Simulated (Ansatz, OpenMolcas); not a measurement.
# How methods differ on AlHCl2 (SMILES [H][Al]([Cl])[Cl])

AlHCl2 has 4 atoms, charge 0, and is taken as a singlet. As SMILES, `[H][Al]([Cl])[Cl]`. The shape comes from GFN2-xTB, which is rough for such elements, and wasn't checked as a minimum.

Quantity: the vertical energy of the triplet above the singlet, in eV. The values are calculated.

```
                             level                    kind     program  value (eV)  less FCI/STO-3G  CPU time (all runs)
                       BLYP/STO-3G                     GGA      Ansatz        7.63            -1.36                7.9 s
                     r2SCAN/STO-3G                meta-GGA      Ansatz        7.87            -1.12                 18 s
                       PBE0/STO-3G           global hybrid  OpenMolcas        8.10            -0.89                 11 s
                      wB97X/STO-3G  range-separated hybrid      Ansatz        8.62            -0.37                 24 s
                    RPA@PBE/STO-3G                     RPA      Ansatz        7.56            -1.43                 12 s
                        MP2/STO-3G     perturbation theory      Ansatz        9.20            +0.21                1.1 s
                    BCCD(T)/STO-3G   coupled cluster or CI      Ansatz        9.00            +0.01                1.4 s
                      CCSDT/STO-3G   coupled cluster or CI      Ansatz        8.99             0.00                2.2 s
FCI/STO-3G, open shells restricted      exact in the basis  OpenMolcas        8.99             0.00              4.2 min
```

FCI/STO-3G, open shells restricted is exact within its basis and frozen core, so for wave-function methods in that basis the difference is their error; functionals converge differently with the basis, so for them it is only a difference. The values span 7.56 to 9.20 eV. A triplet this far above the singlet is often a Rydberg-like or dissociative state; sets without diffuse functions put Rydberg states too high. All rows use very small basis sets, so even the best lies far from the true value. CPU times are rough (shared hosts, several kinds of processor): they show what a rung costs within a factor of a few.
